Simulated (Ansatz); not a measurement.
## Ansatz (development build ahead of 0.2.0) run

```yaml
crystal:
  periodic: [false, false, false]
  atoms:
    - { symbol: "N", position_ang: [-0.58319, 0.11156, -1.04704] }
    - { symbol: "N", position_ang: [-0.08403, 0.03821, -0.07221] }
    - { symbol: O, position_ang: [0.57889, -0.17281, 0.97315] }
basis:
  gaussian: { orbitals: def2-SVP }
total_charge: 1
magnetization:
  spin_polarized: true
  initial_magnetization: 1
hamiltonian:
  xc: pbe0
output:
  forces: true
```

The input is written out in the form of the current development build from the run's settings.

Output:

```yaml
Converged: yes
Total_energy: -183.84585 hartree
Spin_squared_of_the_determinant: 0.769
Stability_test: minimum
```

Forces (eV/Å):
| atom | Fx | Fy | Fz |
| --- | --- | --- | --- |
| N1 | -1.784 | 0.434 | -3.107 |
| N2 | 3.265 | -1.036 | 5.158 |
| O3 | -1.481 | 0.601 | -2.051 |
